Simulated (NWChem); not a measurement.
# formamide (CH3NO); SMILES NC=O

```xyz
6

N     -0.1774     1.0773     0.0000
C      0.3851    -0.1549     0.0000
O     -0.2212    -1.1978     0.0000
H     -1.1870     1.1589     0.0000
H      0.3853     1.9157     0.0000
H      1.5029    -0.1038     0.0000
```
Atoms are numbered in this order, from 1.

Results from NWChem. Coordinates come from a PBE0/def2-SVP optimisation.

Question: Taking B3LYP/cc-pVQZ as the yardstick, which of these has the fewest basis functions while keeping “dipole (D)” within 0.1 D of it: B3LYP/aug-cc-pVTZ; B3LYP/cc-pVDZ; B3LYP/aug-cc-pVDZ; B3LYP/cc-pVTZ?

Answer: B3LYP/aug-cc-pVDZ.
```json
[
 {"level": "B3LYP/cc-pVDZ", "basis functions": "57", "dipole (D)": "3.74", "relative time (rough)": "1"},
 {"level": "B3LYP/aug-cc-pVDZ", "basis functions": "96", "dipole (D)": "3.93", "relative time (rough)": "2"},
 {"level": "B3LYP/cc-pVTZ", "basis functions": "132", "dipole (D)": "3.89", "relative time (rough)": "5"},
 {"level": "B3LYP/aug-cc-pVTZ", "basis functions": "207", "dipole (D)": "3.93", "relative time (rough)": "10"},
 {"level": "B3LYP/cc-pVQZ", "basis functions": "255", "dipole (D)": "3.93", "relative time (rough)": "30"}
]
```

The yardstick is one finite set, not the basis-set limit.
